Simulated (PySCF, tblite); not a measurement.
## Complex of 3 × water

A gas-phase complex of 3 × water; neutral, singlet. The structure comes from a short search (6 tight-binding starts) and was relaxed by PBE0-D3(BJ)/def2-TZVPD; another way of binding may lie lower. No frequency run checks that it is a minimum.

Parts: 1 = water (O), atoms 1–3; 2 = water (O), atoms 4–6; 3 = water (O), atoms 7–9.

```tsv
atom	part	x (Å)	y (Å)	z (Å)
O1	1	-0.363	0.168	-0.288
H2	1	-0.723	-0.080	0.585
H3	1	0.565	0.366	-0.143
O4	2	-1.901	0.168	2.022
H5	2	-2.321	0.893	1.520
H6	2	-2.604	-0.451	2.227
O7	3	-2.341	2.076	0.045
H8	3	-1.601	1.560	-0.331
H9	3	-3.013	2.108	-0.638
```

| contact | kind (by geometry) | distance (Å) | angle (°) |
| --- | --- | --- | --- |
| H8···O1 | hydrogen bond | 1.863 | 153 |
| H2···O4 | hydrogen bond | 1.875 | 152 |
| H5···O7 | hydrogen bond | 1.891 | 150 |

Interaction energies are complex less parts, with the parts frozen as they stand in it; counterpoise-corrected, in kcal/mol (PySCF).

(1) How strongly do the parts interact, level by level?

(2) What holds them together? Decompose the wB97M-D3(BJ)/def2-TZVPD energy: frozen parts, their antisymmetrised product, then relaxation.

(3) Are the pair energies additive?

The parts were also relaxed and run alone, at the levels used for the complex: shieldings by PBE0/pcSseg-2; core levels by delta-SCF with SCAN, pcX-2 on the ionised atom and pcseg-1 elsewhere, spin-free X2C.

(4) What does binding change?

Results:

(1) 
```csv
level,interaction,superposition error removed
wB97M-D3(BJ)/def2-TZVPD,-16.26,-0.24
PBE0-D3(BJ)/def2-TZVPD,-17.21,-0.23
RI-MP2/def2-TZVPD,-14.56,-1.45
```

(2) electrostatic -30.4, Pauli repulsion +29.6, orbital relaxation -13.6, dispersion correction -2.2 kcal/mol, which sum to the value before the counterpoise correction; the Pauli term holds the exchange-correlation of the frozen density too. Of the attraction, 66 % is electrostatic, 29 % is orbital relaxation, 5 % is dispersion correction.

(3) The pairs sum to -13.42 kcal/mol (1–2 -4.6, 1–3 -4.6, 2–3 -4.2); the rest of -2.84 is a many-body strengthening.

(4) 
| property | alone | in the complex | change |
| --- | --- | --- | --- |
| O7–H8 bond (Å) | 0.960 | 0.977 | +0.017 |
| shielding of H8 (ppm) | 30.89 | 25.97 | -4.91 |
| shielding of O1 (ppm) | 329.1 | 310.2 | -18.9 |
| shielding of H2 (ppm) | 30.89 | 26.11 | -4.77 |
| shielding of O4 (ppm) | 329.1 | 310.9 | -18.2 |
| O1 1s core level (eV) | 539.76 | 539.22 | -0.54 |
| O4 1s core level (eV) | 539.76 | 539.25 | -0.51 |
| O7 1s core level (eV) | 539.76 | 539.17 | -0.59 |
